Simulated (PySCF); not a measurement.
## Broadened absorption spectrum of [C4H8N]+

Compound: C4H8N (charge +1).
Atom-mapped SMILES: `[CH3:1][C:2]#[N+:3][CH2:4][CH3:5]` (hydrogens: H6, H7, H8 on C1; H9, H10 on C4; H11, H12, H13 on C5)

Structure used (GFN2-xTB), in Å, numbered top down from 1:
```
atom  x, y, z in Å
C1     2.438    0.901    0.292
C2     1.191    0.267    0.378
N3     0.177   -0.268    0.469
C4    -1.081   -0.852    0.494
C5    -1.974   -0.266   -0.597
H6     2.909    0.936    1.278
H7     3.091    0.354   -0.393
H8     2.313    1.922   -0.076
H9    -0.947   -1.929    0.353
H10   -1.508   -0.673    1.486
H11   -1.555   -0.445   -1.583
H12   -2.946   -0.749   -0.544
H13   -2.113    0.802   -0.456
```

The calculation used TDDFT PBE0/def2-SVPD, vertical, gas phase, core orbitals frozen in the response in PySCF 2.14.0, density-fitted response routines. GFN2-xTB frequencies show an imaginary mode (33i cm⁻¹), so this geometry is no minimum at that level.

Computed states:

```
state  E (eV)       f
   S1    7.10  0.0003
   S2    7.36  0.0069
   S3    7.36  0.0039
   S4    8.26   0.207
   S5    8.42   0.010
   S6    8.47  0.0007
```

Each state is given a Gaussian of 0.25 eV full width at half maximum, with ε(max) = 2.175×10⁸ f / Δν̃ (Δν̃ the width in cm⁻¹). The width is an assumption, not a result. The curve ends short of the highest state used, and states not computed would add to its high-energy end.

Question: What does the envelope look like, and where are its maxima?

Answer: 
| λ (nm) | ε (L mol⁻¹ cm⁻¹) |
| --- | --- |
| 157.5 | 32 |
| 158.0 | 13 |
| 158.5 | 5 |
| 159.0 | 2 |
| 159.5 | 1 |
| 160.0 | 2 |
| 160.4 | 3 |
| 160.9 | 6 |
| 161.4 | 11 |
| 161.9 | 22 |
| 162.4 | 40 |
| 162.9 | 69 |
| 163.4 | 113 |
| 163.8 | 162 |
| 164.3 | 244 |
| 164.8 | 350 |
| 165.3 | 477 |
| 165.8 | 621 |
| 166.3 | 771 |
| 166.8 | 914 |
| 167.2 | 1015 |
| 167.7 | 1111 |
| 168.2 | 1165 |
| 168.7 | 1171 |
| 169.2 | 1129 |
| 169.7 | 1046 |
| 170.2 | 931 |
| 170.6 | 826 |
| 171.1 | 689 |
| 171.6 | 555 |
| 172.1 | 434 |
| 172.6 | 331 |
| 173.1 | 247 |
| 173.6 | 183 |
| 174.0 | 143 |
| 174.5 | 106 |
| 175.0 | 80 |
| 175.5 | 61 |
| 176.0 | 47 |
| 176.5 | 37 |
| 177.0 | 29 |
| 177.4 | 24 |
| 177.9 | 18 |
| 178.4 | 14 |
| 178.9 | 10 |
| 179.4 | 7 |
| 179.9 | 5 |
| 180.4 | 4 |
| 180.8 | 3 |
| 181.3 | 2 |
| 181.8 | 1 |
| 182.3 | 1 |
| 182.8 | 0 |
| 183.3 | 0 |
| 183.7 | 0 |
| 184.2 | 0 |

Maxima: 169 nm (7.36 eV), ε about 1200, made up of S2 (64%) and S3 (36%) (ε in L mol⁻¹ cm⁻¹; maxima over ε = 5, shares over 10%). At its high-energy end, 7.87 eV, the curve is still rising (ε about 29, from S4).

Question: What would ε be at 7.36 eV, the highest of these maxima, with half the width (0.125 eV)?

Answer: About 2340 L mol⁻¹ cm⁻¹ against 1170, a factor of about 1.99; a lone state at its own centre would give exactly 2.
